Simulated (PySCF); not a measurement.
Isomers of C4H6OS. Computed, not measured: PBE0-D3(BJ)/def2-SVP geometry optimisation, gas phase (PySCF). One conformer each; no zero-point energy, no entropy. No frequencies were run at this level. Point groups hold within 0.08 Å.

Question: Rank from lowest to highest electronic energy at this level (kcal/mol).
A. `[O:1]=[C:2]1[CH2:3][CH2:4][S:5][CH2:6]1` with O1–C2–C3–C4 -159°, C2–C3–C4–S5 -37°, C3–C4–S5–C6 35°, C4–S5–C6–C2 -23° (tetrahydrothiophen-3-one)
B. `[O:1]=[S@:2]1[CH:3]=[CH:4][CH2:5][CH2:6]1` with O1–S2–C3–C4 122°, C3–C4–C5–C6 -15°, C4–C5–C6–S2 24°, O1–S2–C6–C5 -133°

Answer: A (0.0), B (49.5).

As drawn, the lower has a C=O bond, which the higher lacks; the higher has an S=O bond and a C=C bond outside aromatic rings, which the lower lacks.

| SMILES | E (Eh) | E rel (kcal/mol) | dipole (D) | point group | A, B, C (MHz) |
| --- | --- | --- | --- | --- | --- |
| O=C1CCSC1 | -628.76061 | 0.0 | 1.65 | C1 | 5683, 2479, 1824 |
| O=[S@]1C=CCC1 | -628.68169 | 49.5 | 4.59 | C1 | 6042, 2676, 2083 |

Q: How do the relative energies change in single points at PBE0/pcSseg-1 (no added dispersion term) on the same geometries?

A: 
```
       SMILES  PBE0-D3(BJ)/def2-SVP (kcal/mol)  PBE0/pcSseg-1 (kcal/mol)  shift
    O=C1CCSC1                              0.0                       0.0    0.0
O=[S@]1C=CCC1                             49.5                      46.5   -3.0
```

Each column counts from its own lowest isomer. The order is unchanged; the largest shift is 3.0 kcal/mol.
